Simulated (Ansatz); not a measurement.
bcc Mo

Computed with PBEsol (Ansatz, an electronic-structure program, PAW).

Settings: plane-wave cutoff 520 eV, 18×18×18 k mesh, Fermi–Dirac smearing 0.1 eV, perturbation theory, force constants from a 6×6×6 q mesh, no spin polarisation, scalar-relativistic PAW data made under PBE.

Cell: relaxed at this level.

* **zero-point energy**: 0.036 eV/atom

The result took about 20 core-minutes (a rough figure).
